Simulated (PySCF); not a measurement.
# Which orbitals make which state

Species: C3H5FS.
SMILES: `F[C@H]1CCS1`

Computed, not measured: PySCF 2.14.0, density-fitted response routines, TDDFT CAM-B3LYP/def2-SVPD, vertical, gas phase, core orbitals frozen in the response. Isolated species at its PBE0-D3(BJ)/def2-SVP geometry (one conformer only).

Orbital energies (eV): HOMO-3 -11.88, HOMO-2 -11.02, HOMO-1 -9.99, HOMO -8.24, LUMO 0.61, LUMO+1 1.30, LUMO+2 1.56.

Question: Among the lowest singlets, which states do these configurations lead, and at what energies: HOMO→LUMO+2, HOMO→LUMO, HOMO-2→LUMO, HOMO→LUMO+1?

Answer: 

```json
{"state": "S1", "leading configuration": "HOMO→LUMO", "weight": "0.88", "Δε (eV)": "8.85", "E (eV)": "4.76", "E − Δε (eV)": "-4.08", "f": "0.0003", "other configurations": "–"}
{"state": "S2", "leading configuration": "HOMO→LUMO+2", "weight": "0.73", "Δε (eV)": "9.80", "E (eV)": "6.48", "E − Δε (eV)": "-3.32", "f": "0.036", "other configurations": "H→L+1 (20%)"}
{"state": "S3", "leading configuration": "HOMO→LUMO+1", "weight": "0.70", "Δε (eV)": "9.53", "E (eV)": "6.67", "E − Δε (eV)": "-2.86", "f": "0.0082", "other configurations": "H→L+2 (19%)"}
{"state": "S7", "leading configuration": "HOMO-2→LUMO", "weight": "0.65", "Δε (eV)": "11.63", "E (eV)": "8.17", "E − Δε (eV)": "-3.47", "f": "0.0075", "other configurations": "H→L+7 (19%)"}
```

E − Δε runs from -4.08 to -2.86 eV. By orbital difference alone the order would be S1, S3, S2, S7. Δε is the difference of the two orbital energies.

H and L stand for HOMO and LUMO. The other states: S4 6.99 eV, f 0.034, H-1→L (53%), H→L+3 (31%); S5 7.09 eV, f 0.044, H→L+3 (50%), H-1→L (37%); S6 7.76 eV, f 0.019, H→L+4 (60%), H→L+3 (13%), H→L+6 (9%); S8 8.19 eV, f 0.017, H→L+5 (69%); S9 8.26 eV, f 0.0027, H-1→L+1 (58%), H→L+7 (13%); S10 8.35 eV, f 0.034, H-1→L+1 (32%), H→L+7 (31%), H-1→L+2 (14%).

Question: Pair triplets and singlets of the same leading configuration (75% or more in both) and give the splittings.

Answer: 

```json
{"configuration": "HOMO→LUMO", "triplet": "T1", "E(T) (eV)": "4.28", "singlet": "S1", "E(S) (eV)": "4.76", "E(S) − E(T) (eV)": "+0.48"}
```

The 4 triplets are Tamm–Dancoff values, the singlets full response.

Summed over the main configurations (up to three a state, each over 8%) of all 10 singlets, the electron leaves HOMO with weight 5.68, HOMO-1 with weight 1.94 and HOMO-2 with weight 0.65.

All these states lie below the vertical ionisation energy of 9.23 eV (ΔSCF).
